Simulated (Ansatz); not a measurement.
What does this script print? It uses Ansatz 0.2.0, Python API.

`scan_c2h7al.py`
```python
"""Potential curve of C2H7Al along one bond."""

import ansatz as az
import numpy as np

BASIS_SET = "cc-pVDZ"
METHOD = "mp2"


def main() -> None:
    geometry = (
        az.Crystal.molecule()
        .atom("C", (-1.2169, 0.8808, -0.7518))
        .atom("Al", (0.4946, 0.0237, -0.5568))
        .atom("C", (0.8825, -0.9581, 1.1083))
        .atom("H", (-2.001, 0.1824, -0.6877))
        .atom("H", (-1.3123, 1.412, -1.7735))
        .atom("H", (-1.388, 1.7017, 0.0337))
        .atom("H", (1.6025, 0.0983, -1.7282))
        .atom("H", (0.0879, -0.8775, 1.8059))
        .atom("H", (1.1241, -2.0066, 0.9263))
        .atom("H", (1.8097, -0.5079, 1.6269))
    )

    symbols = [site.symbol for site in geometry.cartesian_sites]
    start = np.array([site.position_ang for site in geometry.cartesian_sites])
    axis = (start[4] - start[0]) / np.linalg.norm(start[4] - start[0])
    moving = [4]
    lengths, energies = [1.017, 1.063, 1.109, 1.155, 1.202, 1.248, 1.294, 1.363], []
    for length in lengths:
        xyz = start.copy()
        xyz[moving] += (length - np.linalg.norm(start[4] - start[0])) * axis
        point = az.Crystal.molecule()
        for symbol, xyz in zip(symbols, xyz):
            point = point.atom(symbol, xyz.tolist())
        model = point.calculation()
        model = model.basis(gaussian=BASIS_SET)
        model = model.correlation(METHOD)
        data = model.run(threads=1).report
        energies.append(data["free_energy_ev"])
        print(f"r = {length:6.3f} A  E = {energies[-1]:.5f} eV  <S^2> = {abs(data['mean_field']['state']['spin_squared']):.3f}")

    # quartic fit about the minimum
    fit = np.polynomial.Polynomial.fit(lengths, np.array(energies) - min(energies), 4).convert()
    roots = [r.real for r in fit.deriv().roots() if abs(r.imag) < 1e-9 and fit.deriv(2)(r.real) > 0]
    r_e = min(roots, key=lambda r: abs(r - lengths[int(np.argmin(energies))]))
    print(f"minimum of the fit at {r_e:.4f} A, force constant {fit.deriv(2)(r_e):.2f} eV/A^2")


if __name__ == "__main__":
    main()
```

`python scan_c2h7al.py` gives:
```text
r =  1.017 A  E = -8764.25470 eV  <S^2> = 0.000
r =  1.063 A  E = -8764.37799 eV  <S^2> = 0.000
r =  1.109 A  E = -8764.41028 eV  <S^2> = 0.000
r =  1.155 A  E = -8764.37232 eV  <S^2> = 0.000
r =  1.202 A  E = -8764.27804 eV  <S^2> = 0.000
r =  1.248 A  E = -8764.14466 eV  <S^2> = 0.000
r =  1.294 A  E = -8763.98094 eV  <S^2> = 0.000
r =  1.363 A  E = -8763.69572 eV  <S^2> = 0.000
minimum of the fit at 1.1054 A, force constant 33.96 eV/A^2
```

Caveats:
- Total energies depend on the basis set; only differences at equal settings carry meaning.
- The rest of the molecule is held rigid at a force-field or estimated start geometry, and the basis set is modest; single-reference methods fail as a bond breaks.
- The orbitals are restricted, so S² is zero by construction.
- S² is that of the Hartree-Fock reference.
- Hardware and time: 4.6 s on 1 thread of Intel(R) Xeon(R) 6975P-C (Granite Rapids), with other jobs on the host, peak memory 0.19 GiB.

(Lines on the test bed's own set-up are left out of the output.)
